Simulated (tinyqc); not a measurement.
Worked calculation: Hueckel theory of the pi electrons, for the molecule [CH2]N=N (SMILES; centres numbered as the heavy atoms are written). One step of it, computed by the program tinyqc.

Task: Orbitals. Diagonalise; E = alpha + x beta with beta < 0, so the largest x are filled first; degenerate levels share their electrons. P = sum n_i c_ri c_si; each orbital has its largest coefficient positive (the first on a tie).

Hueckel matrix in units of beta (H = alpha + beta A), lower triangle:
```
,1C,2N,3N
1C,0.000000
2N,1.000000,0.510000
3N,0.000000,1.060000,0.510000
```

pi electrons, sum of z_r less the charge = 3

Give: x values; occupations; coefficients; charge and bond-order matrix P.

Result:

x values: 1.8705  0.2482  -1.0987

occupations: 2.0000  1.0000  0.0000

coefficients:
```
,MO1,MO2,MO3
1C,0.3886,-0.6949,-0.6051
2N,0.7268,-0.1724,0.6648
3N,0.5663,0.6981,-0.4381
```

charge and bond-order matrix P, lower triangle:
```
,1C,2N,3N
1C,0.7849
2N,0.6847,1.0863
3N,-0.0450,0.7028,1.1288
```
